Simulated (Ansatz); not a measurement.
`O=COCC1CO1`. Charge 0, multiplicity 1. The structure was optimised at the PBE0-D4/def2-TZVP level. It is one conformer, not always the lowest.

```xyz
13

O    -1.311   -1.295    1.224
C    -0.695   -1.942    0.429
O    -0.163   -1.497   -0.709
C    -0.344   -0.105   -1.001
C     0.757    0.713   -0.395
C     0.560    1.426    0.862
O     0.517    2.107   -0.386
H    -0.486   -3.017    0.523
H    -1.312    0.236   -0.633
H    -0.319   -0.036   -2.089
H     1.767    0.423   -0.681
H    -0.391    1.328    1.375
H     1.421    1.658    1.482
```

(1) What is the dipole moment at B3LYP/def2-TZVPP? (An estimate is asked.)

(2) And with PBE, r2SCAN, ωB97M-V? (Estimate.)

(3) Give the Mulliken charges with B3LYP, PBE, ωB97M-V in def2-TZVPP. (An estimate is asked.)

## Answers

(1) Computed: 1.83 D, with components (1.07, -1.38, -0.57) D in this frame, pointing from negative to positive charge.

(2) Computed: PBE 1.68 D, r2SCAN 1.76 D, ωB97M-V 1.86 D.

(3) Computed: 
```csv
atom,B3LYP,PBE,ωB97M-V
O1,-0.31,-0.27,-0.32
C2,0.22,0.16,0.24
O3,-0.26,-0.18,-0.25
C4,0.06,0.05,-0.05
C5,0.02,-0.01,0.04
C6,0.03,0.03,0.01
O7,-0.35,-0.28,-0.33
H8,0.10,0.08,0.11
H9,0.10,0.09,0.13
H10,0.11,0.10,0.13
H11,0.10,0.08,0.11
H12,0.10,0.08,0.10
H13,0.08,0.07,0.09
```

B3LYP here is the variant with VWN-RPA as its local correlation; programs differ in this.
